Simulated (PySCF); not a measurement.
**How good is the calculation?**

Mapped SMILES: `[CH3:1][O:2][C:3](=[O:4])[O:5][CH3:6]` (H(Xn): hydrogen on atom n).

Relativity neglected, one averaged value for each set of equivalent atoms, in vacuum, single conformer. Shieldings: GIAO B97-2/pcSseg-2; structure optimised with PBE0-D3(BJ)/def2-TZVP; PySCF.

Reference values: measured (solution, C6D5Cl, 298 K; Fulmer et al., Organometallics 2010, 29, 2176).
```csv
atoms,quantity,reference,computed,"computed, scaled"
C3,δ ¹³C,156.4,164.3,156.5
C1/C6,δ ¹³C,54.2,57.1,53.0
```

Reference values: measured (solution, TFE-d3, 298 K; Fulmer et al., Organometallics 2010, 29, 2176).
```tsv
atoms	quantity	reference	computed	computed, scaled
C3	δ ¹³C	159.0	164.3	156.5
C1/C6	δ ¹³C	56.2	57.1	53.0
H(C1)/H(C6)	δ ¹H	3.77	3.65	3.56
```

Reference values: measured (solution, CDCl3, 298 K; Fulmer et al., Organometallics 2010, 29, 2176).
```tsv
atoms	quantity	reference	computed	computed, scaled
C3	δ ¹³C	156.4	164.3	156.5
C1/C6	δ ¹³C	54.9	57.1	53.0
H(C1)/H(C6)	δ ¹H	3.79	3.65	3.56
```

Reference values: measured (solution, THF-d8, 298 K; Fulmer et al., Organometallics 2010, 29, 2176).
```tsv
atoms	quantity	reference	computed	computed, scaled
C3	δ ¹³C	156.9	164.3	156.5
C1/C6	δ ¹³C	54.6	57.1	53.0
H(C1)/H(C6)	δ ¹H	3.69	3.65	3.56
```

Computed shifts are σ(ref) − σ with the named reference compound (TMS for H and C) calculated as an isolated molecule at the same level. The measured values may be among those fitted. Expected solution values come from regression of measured δ (H and C: mostly CDCl3, vs TMS) on computed σ: ¹H (scatter 0.14 ppm rms, 0.16 ppm with the 4 outliers that the fit left out); ¹³C (scatter 2.0 ppm rms, 2.1 ppm with the 1 outlier that the fit left out). Occasional misses reach two or three times the rms, and more in compound classes unlike the fitted ones.

Question: How far are the unscaled ¹³C shifts from the references?

Answer: Mean signed difference +4.63 ppm, mean absolute 4.63 ppm over 8 comparisons; the largest is +7.9 ppm at C3 (carbonate carbon).

Question: How far are the unscaled ¹H shifts from the references?

Answer: Mean signed difference -0.10 ppm, mean absolute 0.10 ppm over 3 comparisons; the largest is -0.14 ppm at H(C1)/H(C6) (hydrogen on a methyl carbon bonded to O).

11 of the 37 published NMR values on file for this molecule are compared. The rest: values from further sources, protons in aromatic solvents.
